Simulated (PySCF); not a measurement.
Isomers of C4H4O, one GFN2-xTB conformer each. Single-point energies are computed at PBE0/pcSseg-1 (PySCF, gas phase, no added dispersion term), electronic only.

Problem. Rank them by PBE0/pcSseg-1 energy, lowest first (kJ/mol).
A. `[O:1]=[CH:2][C:3]1=[CH:4][CH2:5]1` with O1–C2–C3–C4 1°
B. `[CH2:1]=[C:2]=[CH:3][CH:4]=[O:5]` with C2–C3–C4–O5 0°
C. `[CH:1]#[C:2][CH2:3][CH:4]=[O:5]` with C2–C3–C4–O5 143°

Solution. B (0.0), C (28.3), A (85.1).

As drawn, the lowest has cumulated double bonds, which the highest lacks; the highest has a three-membered ring, which the lowest lacks. GFN2-xTB itself gives, in the same order: 0.0, 5.9, 70.9. Both levels put the same isomer lowest; measured from each level's own lowest isomer, the values differ by up to 22.4 kJ/mol (C#CCC=O: 5.9 against 28.3).

Problem. Which frontier levels, dipoles and rotational constants go with these structures?

Solution. 
```csv
SMILES,"HOMO (eV, PBE0/pcSseg-1)",LUMO (eV),dipole (D),"A, B, C (MHz)"
C=C=CC=O,-7.45,-1.81,2.86,"14126, 3356, 2762"
C#CCC=O,-7.65,-0.98,2.29,"24382, 2606, 2451"
O=CC1=CC1,-7.66,-2.33,2.76,"19353, 3401, 2949"
```
